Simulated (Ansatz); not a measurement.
Input for Ansatz (development build ahead of 0.2.0):

```yaml
crystal:
  periodic: [false, false, false]
  atoms:
    - { symbol: H, position_ang: [0.0, 0.0, 0.0] }
    - { symbol: Na, position_ang: [0.0, 0.0, 5.7091] }
basis:
  gaussian: { orbitals: pcseg-2 }
total_charge: 1
magnetization:
  spin_polarized: true
  initial_magnetization: 1
hamiltonian:
  xc: r2scan
```

The input is written out in the form of the current development build from the run's settings.

Results

```json
{
 "Converged": "yes",
 "Total energy": "-162.56065 hartree",
 "Spin squared of the determinant": "0.750",
 "Stability test": "minimum"
}
```

Caution: charge can spread falsely over distant fragments.
